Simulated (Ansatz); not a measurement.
We consider fcc Pt, described by BLYP (Ansatz, an electronic-structure program, PAW).

Input:

Ansatz 0.2 input:
```yaml
crystal:
  lattice:
    - [0.0, 1.9618, 1.9618]
    - [1.9618, 0.0, 1.9618]
    - [1.9618, 1.9618, 0.0]
  atoms:
    - { symbol: Pt, position: [0.0, 0.0, 0.0] }
basis:
  ecutwfc: 520
  ecutrho_ratio: 4
  xc_grid: 2
kpoints:
  mp_grid: { grid: [24, 24, 24] }
hamiltonian:
  xc: blyp
  dispersion: none
  pseudopotentials: { kind: paw }
scf:
  occupations: { method: fermi_dirac, width: 0.05 }
  convergence: { dr2_threshold: 0.0000000001 }
output:
  forces: false
  stress: true
  eigenvalues: true
```

From the output:

```
Crystal: 1 atoms, lattice volume = 15.101 Å³
Basis set: ecut = 520 eV, 411 PW (Γ), exchange–correlation on 48×48×48 points (8 copies of the dense FFT grid, shifted against one another)
Bands: 13, of which v1, the nominal top of the filled ones, is band 9 counted from 1 (8 counted from 0)
Symmetry: 48 space group operations
Space group: Fm-3m (ITA 225), of the structure as read, at distance tolerance 2.5e-5 Å
k-points: 413 of 13824
Functional: x = b88, c = lyp
SCF iter   1: F=—  HF=-12548.961324 eV  |F-HF|=—  |Δ(HF+E_count)|=         —  Δρ=1.16e-2  dr2=2.06e-2
SCF iter   2: F=—  HF=-12548.957289 eV  |F-HF|=—  |Δ(HF+E_count)|=   4.03e-3  Δρ=5.74e-3  dr2=4.47e-3
  ...
SCF iter   6: F=—  HF=-12548.956613 eV  |F-HF|=—  |Δ(HF+E_count)|=   4.65e-9  Δρ=9.84e-7  dr2=1.24e-10
SCF iter   7: F=-12548.956613 eV  HF=-12548.956613 eV  |F-HF|=0.00e0  |Δ(HF+E_count)|=  1.64e-11  Δρ=1.00e-7  dr2=7.38e-13
SCF 1 converged in 7 iterations: F = -12548.956613 eV  dr2 = 7.38e-13
SCF converged after 7 iterations
Free energy (F): -12548.956613 eV
Internal energy: -12548.940284 eV  (E = F + TS)
E sigma→0 (E₀):  -12548.948449 eV
Fermi energy:    23.846591 eV
--- Stress (GPa, compression-positive) ---
       25.024612      -0.000000       0.000000
        0.000000      25.024612       0.000000
        0.000000       0.000000      25.024612
  P = ⅓ Tr σ = 25.0246 GPa (250.246 kbar)
```

The PAW data were made under PBE.

Note: cell and atoms aren't relaxed at this level (pressure 25.0 GPa).

Cost on a shared machine: very roughly 5 core-seconds.
